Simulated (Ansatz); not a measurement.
Reaction (atomization): `C#[C][AlH2]` → Al• + 2 C• + 3 H•

Isolated molecules relaxed with PBE0-D4/def2-TZVP in Ansatz; ΔE leaves out vibrations. CBS: MP2 limit from def2 TZ/QZ plus the TZ coupled-cluster correction, frozen cores. This one scheme is used for every species, atoms too. DFT in def2-TZVPP. B3LYP here is the variant with VWN-RPA as its local correlation; programs differ in this. HSE06 is defined as in plane-wave codes. No spin–orbit coupling; open shells (•) take unrestricted orbitals. Spin–orbit coupling would lower the free atoms: a little for Al, C.

```tsv
level	ΔE (eV)	difference from CCSD(T)/CBS
revPBE-D4	22.33	-0.22
r2SCANh-D4	22.38	-0.17
ωB97X-V	22.48	-0.07
PBE-QIDH	22.36	-0.19
B3LYP	22.36	-0.19
r2SCANh	22.36	-0.19
r2SCAN0	22.12	-0.43
HSE06	22.37	-0.18
BHLYP	21.74	-0.81
SCS-MP2/def2-TZVPP	22.36	-0.19
CCSD/def2-TZVPP	21.59	-0.96
CCSD(T)/def2-TZVPP	21.98	-0.57
MP2/def2-QZVPP	22.80	0.25
HF/CBS(def2)	16.76	-5.79
HF/cc-pV(D+d)Z	16.30	-6.25
MP2/cc-pV(T+d)Z	22.41	-0.14
CCSD(T)/CBS	22.55	0
```

Largest T1 diagnostic among the species: 0.018.

From BLYP to BHLYP (50 % exact exchange), in def2-TZVPP and without D4, ΔE moves by −0.58 eV: exact exchange takes away binding that semilocal exchange gives to molecules. Leaving LDA and LC-ωPBE aside and taking each functional with its dispersion term where it has one, the values, not all of them listed here, spread over 0.98 eV, from BHLYP-D4 to PBE-D4. LDA lies +2.49 eV from PBE without D4, its usual overbinding.

For atomizations the MP2-based limit and the directly extrapolated one differ by several kJ/mol either way, and by 10 to 25 for some Ge, Se and Sn compounds, so smaller differences from it don't rank the levels.
